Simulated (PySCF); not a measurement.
Gas-phase reaction: 2 Si(CH3)4 + Si2H6 → 2 CH3SiH2 + 2 (CH3)3SiH

Method: PySCF energies plus ideal-gas RRHO corrections (1 bar). † marks an energy on the PBE0/def2-TZVP geometry and frequencies; other levels use their own. MP2 and CCSD(T) freeze the core. 6-31G* has spherical d functions here. Open shells (unrestricted): CH3SiH2 (multiplicity 2); the rest are closed-shell singlets. B3LYP is the form with VWN-RPA correlation. CH3SiH2: computed as isolated molecules; such fragments, hydroxides, amides, oligomers or adducts are transient or little studied in the gas. MP2 isn't extrapolated to the basis-set limit; its ΔH°(298 K) is 316.3 kJ in def2-SVP and 332.4 kJ in def2-TZVPP. CCSD(T) isn't extrapolated to the basis-set limit. The harmonic model lacks anharmonicity and excited electronic states, which grow with temperature; levels with a mode under 35 cm⁻¹ are left out. Internal rotation in Si(CH3)4, Si2H6, CH3SiH2, (CH3)3SiH is treated as a harmonic vibration of one conformer, which makes the entropy rough.

```
level               ΔE electronic, kJ  ΔH°(298 K), kJ  ΔS°(298 K), J/K  ΔG°(1000 K), kJ
------------------  -----------------  --------------  ---------------  ---------------
B3LYP/6-31G*                      312             305              212               99
B3LYP/def2-TZVP†                  310             303              211               99
CCSD(T)/def2-SVP†                 324             317              211              113
HF/def2-TZVP†                     243             236              211               32
MP2/def2-SVP†                     323             316              211              112
PBE/def2-TZVP†                    317             310              211              106
PBE0/def2-SVP†                    323             316              211              112
PBE0/def2-TZVP                    321             314              211              110
r2SCAN/def2-TZVP†                 317             310              211              106
LDA/def2-TZVP†                    370             362              211              158
ωB97X-V/def2-TZVP†                353             346              211              142
```
ΔH° is lowest at HF/def2-TZVP† and highest at LDA/def2-TZVP†. No reference value is set beside these.
